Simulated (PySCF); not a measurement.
Compound: Cl₂HSi (doublet state).
Bonds: Cl1–Si2, Si2–Cl3. Hydrogens: H4 on Si2.

Identity: `Cl[SiH]Cl` [radical].

Computed with UKS B3LYP, IGLO-III on Cl Si, pcH-1 on H, non-relativistic, mean-field spin-orbit, GIAO (PySCF 2.14.0). Geometry: PBE0-D3(BJ)/def2-SVP; no solvent, vibrations or thermal averaging. Stability of the SCF solution: not tested.

Principal values of hyperfine tensors in MHz (contact, dipolar and spin–orbit terms together), for some of the nuclei:

```csv
atom,isotope,A1,A2,A3
Si2,29Si,-1019.94,-815.46,-813.79
H4,1H,182.52,187.20,195.08
```

(1) Split each tensor into its isotropic and traceless parts, and turn a_iso into mT with g = 2.0063.

(2) What spin density at the nucleus of H4 lies behind its contact coupling (g_N = 5.58569)?

(3) Cl1 (35Cl, g_N = 0.54792) isn't in the table. Its spin density at the nucleus is 0.04797 bohr⁻³. What is its contact coupling?

(4) Name the largest traceless tensor T of the table and describe it.

Results:

(1) a_iso is a third of the trace, T = A − a_iso, and a(mT) = a(MHz)/(g × 13.996). The tensors hold a spin–orbit part: the run splits a_iso into a_FC + a_SO, and T includes its anisotropic share.

```csv
atom,a_iso (MHz),a_FC,a_SO,a_iso (mT),T1,T2,T3
Si2,-883.06,-883.90,0.84,-31.447,-136.87,67.60,69.28
H4,188.27,188.24,0.03,6.704,-5.74,-1.07,6.81
```

(2) a_FC = (2μ0/3) gₑ μB g_N μN ρ(0)/(2S·h) = 800.24 MHz × g_N × ρ(0)/(2S), with ρ in bohr⁻³. With a_FC = 188.24 MHz and 2S = 1, ρ(0) = 0.04211 bohr⁻³. In magnitude that is 13.2 % of the 1/π = 0.318 of a free hydrogen atom.

(3) By the same relation, a_FC = 21.0 MHz. The spin–orbit term adds +0.51 MHz. Its full tensor has the principal values 0.78, 2.06, 61.80 MHz.

(4) Si2: -136.9, 67.6, 69.3 MHz (the dipolar term alone has -136.1, 67.0, 69.1), axial, in the ratio +1:+1:−2, the form that spin in one p orbital centred on that nucleus gives (the nuclear moment is negative).
